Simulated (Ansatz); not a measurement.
## H$_{3}$Si–Si, doublet in cc-pVDZ: errors against UCCSDT(Q)

Geometry: displaced at random from a stationary point.

```yaml
atoms:
  - { symbol: Si, position_ang: [0.0867, -0.0005, 1.0920] }
  - { symbol: Si, position_ang: [-0.0761, 0.0078, -1.2644] }
  - { symbol: H, position_ang: [0.5621, 1.1816, 1.7671] }
  - { symbol: H, position_ang: [-1.3997, -0.0799, 1.3555] }
  - { symbol: H, position_ang: [0.5421, -1.3052, 1.6824] }
```

Basis cc-pVDZ; Ansatz 0.2.0. Only valence electrons are correlated (noble-gas cores frozen), which leaves 11 electrons in 41 orbitals. R marks a restricted (for open shells ROHF) determinant, U an unrestricted one.

Full CI isn't at hand for all of this; UCCSDT(Q) serves as the reference, and is uncertain by about the last step of the cluster series. The frozen core follows each run's orbitals, which can shift R against U totals by a few meV.

Unrestricted rows (U) aren't spin-pure: their determinants' ⟨S²⟩ exceeds S(S+1) by up to 0.20, so they mix in states of higher spin. For open shells CISD is restricted-active-space CI with the open shells as a complete middle space.

The UHF ⟨S²⟩ is 0.946, the ⟨S²⟩ of the determinant under UCCSD is 0.915 and the T1 diagnostic (RCCSD) is 0.0192. The largest doubles amplitude (RCCSD) is 0.068. The T1 diagnostic (UCCSD) is 0.0533.

```csv
level,E − E(UCCSDT(Q)) (kJ/mol),share of correlation (%),wall time
RHF,578.7,0.00,–
UHF,566.6,2.08,1.4 s
RMP2,135.6,76.57,–
UMP2,144.1,75.10,–
CISD,69.2,88.04,2.9 s
RCCSD,19.1,96.70,–
UCCSD,19.2,96.68,–
RCCSD(T),4.1,99.30,10 s
UCCSD(T),4.2,99.27,15 s
BCCD(T),4.0,99.30,6 s
RCCSDT,0.7,99.87,–
UCCSDT,0.8,99.87,–
RCCSDT(Q),0.0,99.99,89 s
```

The correlation energy at UCCSDT(Q), counted from RHF, is -5.997 eV. That run took 88 s on 1 thread of Arm Neoverse V2, shared host.

Times hold each run's SCF and search for its determinant on a shared host, so for small cases they say little of a method's own cost; they ran on 1 thread of Arm Neoverse V2.
